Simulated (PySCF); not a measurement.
Gas-phase reaction: 2 SiHCl2 + SiCl3OH + SiO2 = SiH3Cl + 3 SiOCl2

Computed with PySCF and rigid-rotor harmonic-oscillator thermochemistry at 1 bar. † marks an energy on the PBE0/def2-TZVP geometry and frequencies; other levels use their own. MP2 and CCSD(T) freeze the core. 6-31G* has spherical d functions here. Open shells (unrestricted): SiHCl2 (multiplicity 2); the rest are closed-shell singlets. B3LYP is the form with VWN-RPA correlation. SiHCl2, SiCl3OH, SiOCl2: computed as isolated molecules; such fragments, hydroxides, amides, oligomers or adducts are transient or little studied in the gas. MP2 isn't extrapolated to the basis-set limit; its ΔH°(298 K) is -89.2 kJ in def2-SVP and -108.5 kJ in def2-TZVPP. CCSD(T) isn't extrapolated to the basis-set limit; its ΔH°(298 K) is -85.5 kJ in def2-SVP and -106.7 kJ in def2-TZVPP. The harmonic model lacks anharmonicity and excited electronic states, which grow with temperature; levels with a mode under 35 cm⁻¹ are left out. Internal rotation in SiCl3OH is treated as a harmonic vibration of one conformer, which makes the entropy rough. Warning, large T1 diagnostic: SiO2 (CCSD(T)/def2-SVP†, CCSD(T)/def2-TZVPP†).

| level | ΔE electronic, kJ | ΔH°(298 K), kJ | ΔS°(298 K), J/K | ΔG°(2500 K), kJ |
|---|---|---|---|---|
| B3LYP/6-31G* | -100 | -103 | -21 | -28 |
| B3LYP/def2-TZVP† | -100 | -105 | -21 | -29 |
| CCSD(T)/def2-SVP† | -81 | -86 | -21 | -10 |
| CCSD(T)/def2-TZVPP† | -102 | -107 | -21 | -31 |
| MP2/def2-SVP† | -85 | -89 | -21 | -13 |
| MP2/def2-TZVPP† | -104 | -108 | -21 | -32 |
| PBE0/def2-SVP† | -55 | -59 | -21 | 17 |
| LDA/def2-TZVP† | -101 | -105 | -21 | -29 |
| ωB97M-V/def2-TZVP† | -108 | -112 | -21 | -36 |
ΔH° is lowest at ωB97M-V/def2-TZVP† and highest at PBE0/def2-SVP†. No reference value is set beside these.
